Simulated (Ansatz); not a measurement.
# C2H2OS (SMILES O=C=CS): single points off equilibrium

How do the functionals fare away from a minimum? The structure is a structure displaced at random from a GFN2-xTB minimum.

Program: Ansatz 0.2.0, Gaussian basis. Level of theory: single points in def2-TZVPP. These are calculated values, not measurements.

Correlated methods freeze the cores.

## (1) Where the work starts

SMILES `O=C=CS`, 6 atoms, charge 0, spin multiplicity 1.

Atoms are counted from 1 here; the program's logs count them from 0.

Bond lengths: O1–C2 1.100 Å, C2–C3 1.322 Å, C3–S4 1.798 Å, C3–H5 1.082 Å, S4–H6 1.334 Å. Angles: O1–C2–C3 174.1°, C2–C3–S4 116.3°, C2–C3–H5 126.4°, S4–C3–H5 116.8°, C3–S4–H6 96.6°.

Geometry (Å):

```mol
C2H2OS
  3D, bonds by distance, orders not assigned

  6  5  0  0  0  0  0  0  0  0999 V2000
   -0.5759   -2.1560    0.1525 O   0  0
   -0.0294   -1.2024    0.1099 C   0  0
    0.5078    0.0031    0.0340 C   0  0
   -0.4459    1.2466   -0.8478 S   0  0
    1.5080    0.2813    0.3399 H   0  0
   -0.9322    1.8614    0.2313 H   0  0
  1  2  8  0
  2  3  8  0
  3  4  8  0
  3  5  8  0
  4  6  8  0
M  END
```

## (2) CCSD(T)/def2-TZVPP

The input, run/in.yaml:

```yaml
crystal:
  periodic: [false, false, false]
  atoms:
    - {symbol: O, position_ang: [-0.575900, -2.156000, 0.152500]}
    - {symbol: C, position_ang: [-0.029400, -1.202400, 0.109900]}
    - {symbol: C, position_ang: [0.507800, 0.003100, 0.034000]}
    - {symbol: S, position_ang: [-0.445900, 1.246600, -0.847800]}
    - {symbol: H, position_ang: [1.508000, 0.281300, 0.339900]}
    - {symbol: H, position_ang: [-0.932200, 1.861400, 0.231300]}
basis:
  gaussian: {orbitals: def2-TZVPP}
correlation: {method: ccsd_t}
output: {forces: true}
```

No record of the launch command was kept for these runs.

## (3) PBE0-D4/def2-TZVPP

run/in.yaml, as its differences from that of step 2:

```diff
@@ -11,3 +11,3 @@
   gaussian: {orbitals: def2-TZVPP}
-correlation: {method: ccsd_t}
-output: {forces: true}
+hamiltonian: {xc: pbe0, dispersion: d4}
+output: {forces: true, orbitals: {seedname: orbitals}}
```

## (4) wB97M-V/def2-TZVPP

run/in.yaml, as its differences from that of step 3:

```diff
@@ -11,3 +11,3 @@
   gaussian: {orbitals: def2-TZVPP}
-hamiltonian: {xc: pbe0, dispersion: d4}
-output: {forces: true, orbitals: {seedname: orbitals}}
+hamiltonian: {xc: {name: wB97M-V}}
+output: {forces: true}
```

## (5) r2SCAN-D4/def2-TZVPP

run/in.yaml, as its differences from that of step 4:

```diff
@@ -11,3 +11,3 @@
   gaussian: {orbitals: def2-TZVPP}
-hamiltonian: {xc: {name: wB97M-V}}
+hamiltonian: {xc: r2scan, dispersion: d4}
 output: {forces: true}
```

## (6) PBE-D4/def2-TZVPP

run/in.yaml, as its differences from that of step 5:

```diff
@@ -11,3 +11,3 @@
   gaussian: {orbitals: def2-TZVPP}
-hamiltonian: {xc: r2scan, dispersion: d4}
+hamiltonian: {xc: pbe, dispersion: d4}
 output: {forces: true}
```

## (7) B97M-V/def2-TZVPP

run/in.yaml, as its differences from that of step 6:

```diff
@@ -11,3 +11,3 @@
   gaussian: {orbitals: def2-TZVPP}
-hamiltonian: {xc: pbe, dispersion: d4}
+hamiltonian: {xc: {name: B97M-V}}
 output: {forces: true}
```

## (8) wB97X-V/def2-TZVPP

run/in.yaml, as its differences from that of step 7:

```diff
@@ -11,3 +11,3 @@
   gaussian: {orbitals: def2-TZVPP}
-hamiltonian: {xc: {name: B97M-V}}
+hamiltonian: {xc: {name: wB97X-V}}
 output: {forces: true}
```

(Steps that only read results are left out.)

**Question.** What will these runs give? Wanted: energy less free atoms, CCSD(T)/def2-TZVPP; RMS force component; RMS force error; HOMO and LUMO, PBE0-D4; T1 diagnostic.

**Answer**, as computed:

| quantity | value |
| --- | --- |
| energy less free atoms, CCSD(T)/def2-TZVPP | -2355.1 kJ/mol |
| RMS force component | 2.356 to 2.820 eV/Å over the methods |
| RMS force error | PBE0-D4 0.312, wB97M-V 0.296, r2SCAN-D4 0.185, PBE-D4 0.275, B97M-V 0.307, wB97X-V 0.246 eV/Å |
| HOMO and LUMO, PBE0-D4 | -7.01 and -1.31 eV |
| T1 diagnostic | 0.014 |

**Reading.** Against CCSD(T) the functionals' energies less atoms differ by -216.3 to -97.2 kJ/mol, PBE-D4 by -216.3 kJ/mol. CCSD(T) in triple zeta still lacks some correlation energy of the bonds, so part of these gaps is its own basis error and they don't rank the functionals. On forces the order runs from r2SCAN-D4 to PBE0-D4. Frozen-core CCSD(T) forces in triple zeta carry basis errors of their own, and this is one geometry, so small gaps rank nothing.
